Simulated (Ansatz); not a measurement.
Z-matrix (Å, degrees):
```
Si
Al 1 2.458
N 1 1.731 2 109.3
H 1 1.503 2 109.4 3 -126.4
H 1 1.493 2 111.4 3 118.8
H 2 1.590 1 121.3 3 -164.1
H 2 1.593 1 120.4 3 16.9
H 3 1.008 1 120.2 2 178.6
H 3 1.007 1 119.2 2 -39.1
```

Charge 0, multiplicity 1.

List the ωB97M-V/def2-TZVPP orbital energies in eV (Ansatz 0.2.0). (Estimate.)

Computed: Occupied: -1806.65, -1532.17, -394.02, -147.70, -116.77, -101.82, -101.81, -101.80, -76.46, -76.24, -76.23, -26.34, -17.43, -16.18, -13.96, -13.32, -12.02, -10.74, -9.87, -9.18. Lowest empty: -0.30, 1.43, 2.20, 2.73, 3.41, 3.68, 3.85, 3.98.
